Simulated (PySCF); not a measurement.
Spin-Hamiltonian simulation

Molecule: `InChI=1S/C2H7NO/c3-1-2-4/h4H,1-3H2`.

Geometry:
```csv
atom,x (Å),y (Å),z (Å)
N1,-1.071,-0.776,0.388
C2,-0.444,0.519,0.181
C3,1.037,0.382,0.505
O4,1.576,-0.706,-0.177
H5,-1.963,-0.849,-0.093
H6,-1.247,-0.948,1.376
H7,-0.546,0.777,-0.886
H8,-0.891,1.351,0.762
H9,1.578,1.299,0.213
H10,1.158,0.282,1.608
H11,0.850,-1.353,-0.178
```

[PySCF 2.14: NMR shieldings at PBE0/pcSseg-1/GIAO; J: B3LYP/pcJ-1 (spin–dipole term only in couplings to heteroatoms); geometry: PBE0-D3(BJ)/def2-SVP; one computed conformer; non-relativistic Hamiltonian; in vacuum; averaged over atoms made equivalent by symmetry, fast rotation or ring inversion]

Scale: ¹H (σ = 31.27 ppm) against TMS (reference shieldings calculated alike).

The 4-spin Hamiltonian (Zeeman plus full scalar coupling among like nuclei) was diagonalised exactly; lines are Lorentzian, 0.5 Hz wide, and the maxima above 3 % are listed with the tallest set to 100.

Peak list at 400 MHz for the spins H7/H8/H9/H10:
Hz from δ = 0 (height): 1382.7 (48), 1376.1 (100), 1369.5 (52), 1078.5 (52), 1072.0 (100), 1065.4 (48)

Task: Extract the chemical shifts and coupling constants behind this pattern (give the signs of the calculation).

Result: 
Shifts (ppm): H7/H8 2.68, H9/H10 3.44.
Couplings (Hz): H7–H8: -12.7; H7–H9, H7–H10, H8–H9, H8–H10: 6.6; H9–H10: -11.9.
These are the parameters used. A line list fixes at most the relative signs, and those only where coupling is strong; other parameter sets or atom labellings may fit too, and couplings well below the line width leave little trace.

OH/NH shifts are gas-phase values; hydrogen bonding in solution moves them, usually downfield. Unscaled 3J(H,H) at this level run about 10 % above measured values. Chain 3J(H,H) values assume equally populated staggered rotamers: (2 J gauche + J anti)/3.
